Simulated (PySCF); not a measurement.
Isomers of C5H6S.

All values: PBE0/pcSseg-1 (PySCF) at GFN2-xTB geometries, gas phase, one conformer each.

Question: Rank by HOMO energy, highest first.
A. `c1ccc(C)s1`
B. `CC#CC(C)=S`
C. `Cc1ccsc1`

Answer: B (-6.28 eV), A (-6.58 eV), C (-6.74 eV).

Question: Rank by the highest IAO charge on any atom, highest value first.
A. `CC#CC(C)=S`
B. `Cc1ccsc1`
C. `Cc1cccs1`

Answer: B (+0.332 e), C (+0.305 e), A (+0.183 e).

All values together:

```tsv
SMILES	μ (D)	HOMO (eV)	LUMO (eV)	lowest IAO charge (e)	highest IAO charge (e)	lowest Hirshfeld charge (e)	highest Hirshfeld charge (e)
C=CCC=C=S	1.50	-6.38	-2.15	-0.322 (C)	+0.188 (H)	-0.104 (C)	+0.065 (H)
Cc1ccsc1	0.95	-6.74	-0.22	-0.423 (C)	+0.332 (S)	-0.114 (C)	+0.091 (S)
Cc1cccs1	0.70	-6.58	-0.27	-0.426 (C)	+0.305 (S)	-0.120 (C)	+0.089 (S)
CC#CC(C)=S	3.58	-6.28	-2.45	-0.438 (C)	+0.183 (H)	-0.127 (S)	+0.070 (H)
```

Conformers: `[CH2:1]=[CH:2][CH2:3][CH:4]=[C:5]=[S:6]` with C1–C2–C3–C4 -114°, C2–C3–C4–C5 -109°.
